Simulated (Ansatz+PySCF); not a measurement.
Results of a calculation; reference values are marked as such.
Input for PySCF 2.14.0:

```python
from pyscf import gto, scf, cc

mol = gto.M(atom="""
F 0.000000 0.000000 0.000000
Na 0.765930 1.021240 2.211040
""", basis='sto-3g', charge=0, spin=2)
mf = scf.UHF(mol)
mf.kernel()
mycc = cc.CCSD(mf, frozen=2).run()
et = mycc.ccsd_t()
print(mf.e_tot, mycc.e_corr, et, mycc.e_tot + et)
```

The script is written out from the run's settings.

Results

- Converged: yes
- Reference energy: -257.65615 hartree
- CCSD correlation energy: -0.04147 hartree
- Triples correction: -0.00178 hartree
- Total energy: -257.69940 hartree
- Spin squared of the determinant: 2.000

Caution: another spin multiplicity may lie lower.
